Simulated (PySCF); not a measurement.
**HNO (nitroxyl) at M06-2X/STO-6G**

Aim: the vertical singlet–triplet gap of HNO (nitroxyl) at M06-2X/STO-6G, from 2 runs. The job is set up through a Python script.

The results are computed with PySCF 2.14.0.

11 further runs of the same task are left out: 11 set aside as unsound or not needed.

## 1. The structure to begin with

HNO has 3 atoms, charge 0, and is taken as a singlet. As SMILES, `N=O`. The coordinates come from a GFN2-xTB relaxation.

Bond lengths: N1–O2 1.201 Å, N1–H3 1.062 Å. Angles: O2–N1–H3 112.4°.

## 2. The energy at M06-2X/STO-6G

Input file input.py:

```python
# nitroxyl
from pyscf import gto, dft

mol = gto.Mole()
mol.atom = '''
N   -0.275940   0.297220  -0.114780
O    0.768580   0.418030   0.466150
H   -0.492640  -0.715240  -0.351380
'''
mol.max_memory = 1860
mol.basis = 'sto-6g'
mol.verbose = 4
mol.spin = 0
mol.build()

mf = dft.RKS(mol)
mf.xc = 'm06-2x'
mf.conv_tol = 1e-10
mf.grids.level = 5
mf.kernel()
if not mf.converged:
    mf = mf.newton().run(mf.mo_coeff, mf.mo_occ)

e_tot = mf.e_tot
print('E(%s) = %.9f' % ('M06-2X', e_tot))
```

On the command line:

```
OMP_NUM_THREADS=1 python input.py
```

Output:

```text
PySCF version 2.14.0

[INPUT] num. atoms = 3
[INPUT] num. electrons = 16
[INPUT] charge = 0
[INPUT] spin (= nelec alpha-beta = 2S) = 0
[INPUT] symmetry False subgroup None
[INPUT] Mole.unit = angstrom
[INPUT] Symbol           X                Y                Z      unit          X                Y                Z       unit  Magmom
[INPUT]  1 N     -0.275940000000   0.297220000000  -0.114780000000 AA   -0.521451026812   0.561664398743  -0.216902764578 Bohr   0.0
[INPUT]  2 O      0.768580000000   0.418030000000   0.466150000000 AA    1.452405704818   0.789962211852   0.880895832966 Bohr   0.0
[INPUT]  3 H     -0.492640000000  -0.715240000000  -0.351380000000 AA   -0.930954678006  -1.351607713334  -0.664011965650 Bohr   0.0

nuclear repulsion = 30.4051266832744
number of shells = 7
number of NR pGTOs = 66
number of NR cGTOs = 11
basis = sto-6g
ecp = {}

******** <class 'pyscf.dft.rks.RKS'> ********
method = RKS
initial guess = minao
damping factor = 0
level_shift factor = 0
DIIS = <class 'pyscf.scf.diis.CDIIS'>
diis_start_cycle = 1
diis_space = 8
diis_damp = 0
SCF conv_tol = 1e-10
SCF conv_tol_grad = None
SCF max_cycles = 50
direct_scf = True
direct_scf_tol = 1e-13
XC library pyscf.dft.libxc version 7.0.0
    S. Lehtola, C. Steigemann, M. J.T. Oliveira, and M. A.L. Marques.,  SoftwareX 7, 1–5 (2018)
XC functionals = m06-2x
    Y. Zhao and D. G. Truhlar.,  Theor. Chem. Acc. 120, 215 (2008)
    Y. Zhao and D. G. Truhlar.,  Theor. Chem. Acc. 120, 215 (2008)
radial grids:
    Treutler-Ahlrichs [JCP 102, 346 (1995); DOI:10.1063/1.469408] (M4) radial grids

becke partition: Becke, JCP 88, 2547 (1988); DOI:10.1063/1.454033
pruning grids: <function nwchem_prune>
grids dens level: 5
symmetrized grids: False
atomic radii adjust function: <function treutler_atomic_radii_adjust>
small_rho_cutoff = 0
Set gradient conv threshold to 1e-05
Initial guess from minao.
tot grids = 108632
init E= -130.156005112091
  HOMO = -0.173167298817166  LUMO = -0.0683987971573893  gap/eV = 2.85090
cycle= 1 E= -129.828305067854  delta_E= 0.328  |g|= 0.458  |ddm|= 2.53
  HOMO = -0.13633034603598  LUMO = 0.0972244172285873  gap/eV = 6.35535
cycle= 2 E= -129.75517408343  delta_E= 0.0731  |g|= 0.718  |ddm|= 1.23
  HOMO = -0.205370920249513  LUMO = 0.0681881844837765  gap/eV = 7.44392
cycle= 3 E= -129.895089459987  delta_E= -0.14  |g|= 0.0198  |ddm|= 0.693
  HOMO = -0.211411683571382  LUMO = 0.0699874452669811  gap/eV = 7.65726
cycle= 4 E= -129.895202169872  delta_E= -0.000113  |g|= 0.00484  |ddm|= 0.028
  HOMO = -0.210720029759843  LUMO = 0.0708873914356032  gap/eV = 7.66293
cycle= 5 E= -129.895208656147  delta_E= -6.49e-06  |g|= 0.00111  |ddm|= 0.00556
  HOMO = -0.210890602837225  LUMO = 0.0705608852787781  gap/eV = 7.65869
cycle= 6 E= -129.895209034801  delta_E= -3.79e-07  |g|= 8.47e-05  |ddm|= 0.00183
  HOMO = -0.210884479323299  LUMO = 0.0705709634438886  gap/eV = 7.65879
cycle= 7 E= -129.895209037354  delta_E= -2.55e-09  |g|= 6.37e-06  |ddm|= 0.000165
  HOMO = -0.210885437997739  LUMO = 0.0705716030944553  gap/eV = 7.65884
cycle= 8 E= -129.895209037382  delta_E= -2.85e-11  |g|= 5.11e-07  |ddm|= 2.21e-05
  HOMO = -0.210885489415751  LUMO = 0.0705713315741991  gap/eV = 7.65883
Extra cycle  E= -129.895209037382  delta_E= -1.14e-13  |g|= 2.99e-07  |ddm|= 1.54e-06
converged SCF energy = -129.895209037382
E(M06-2X) = -129.895209037
```

Run time: 1.8 s. Hardware: 1 thread of Arm Neoverse V2, shared host; peak memory 0.16 GiB.

## 3. The triplet

Input file input.py:

```python
from pyscf import gto, dft

mol = gto.M(
    atom='''
N     -0.521451     0.561664    -0.216903
O      1.452406     0.789962     0.880896
H     -0.930955    -1.351608    -0.664012
''',
    verbose=4,
    unit='bohr',
    spin=2,
    basis='sto-6g',
    max_memory=1860,
)

calc0 = dft.UKS(mol, xc='m06-2x')
calc0.grids.level = 5
calc0.conv_tol = 1e-10
calc0.kernel()
if not calc0.converged:
    calc0 = calc0.newton().run(calc0.mo_coeff, calc0.mo_occ)

energy = calc0.e_tot
print('E = %.10f Eh' % energy)
```

On the command line:

```
OMP_NUM_THREADS=1 python input.py
```

Output:

```text
PySCF version 2.14.0

[INPUT] num. atoms = 3
[INPUT] num. electrons = 16
[INPUT] charge = 0
[INPUT] spin (= nelec alpha-beta = 2S) = 2
[INPUT] symmetry False subgroup None
[INPUT] Mole.unit = bohr
[INPUT] Symbol           X                Y                Z      unit          X                Y                Z       unit  Magmom
[INPUT]  1 N     -0.275939985811   0.297219788994  -0.114780124580 AA   -0.521451000000   0.561664000000  -0.216903000000 Bohr   0.0
[INPUT]  2 O      0.768580156203   0.418029887893   0.466150088391 AA    1.452406000000   0.789962000000   0.880896000000 Bohr   0.0
[INPUT]  3 H     -0.492640170392  -0.715240151697  -0.351380018177 AA   -0.930955000000  -1.351608000000  -0.664012000000 Bohr   0.0

nuclear repulsion = 30.405121623056
number of shells = 7
number of NR pGTOs = 66
number of NR cGTOs = 11
basis = sto-6g
ecp = {}

[... 35 lines left out ...]
WARN: HOMO -0.0683988712923597 >= LUMO -0.173167345345829
[... 42 lines left out ...]
converged SCF energy = -129.875992225178  <S^2> = 2.0009798  2S+1 = 3.0006531
E = -129.8759922252 Eh
```

It took 2.9 s on 1 thread of Arm Neoverse V2, shared host; peak memory 0.17 GiB.

## 4. What came out

Level: M06-2X/STO-6G.

| quantity | value |
| --- | --- |
| singlet: total energy | -129.89521 Eh |
| singlet: dipole moment | 1.43 D |
| singlet: HOMO energy | -5.74 eV |
| singlet: LUMO energy | 1.92 eV |
| singlet: HOMO–LUMO gap | 7.66 eV |
| triplet: total energy | -129.87599 Eh |
| triplet: dipole moment | 1.51 D |
| triplet: HOMO energy (highest over α and β) | -5.08 eV |
| triplet: LUMO energy (lowest over α and β) | 1.51 eV |
| triplet: ⟨S²⟩ | 2.001 |
| vertical energy of the triplet above the singlet | 0.523 eV |

**Reading.** At this shape the triplet lies 0.52 eV (12.1 kcal/mol) above the singlet. In a minimal basis such a difference can be off by several eV, whatever the method. Mulliken charges (singlet) run from -0.09 on N1 to +0.15 on H3; they depend strongly on the basis.
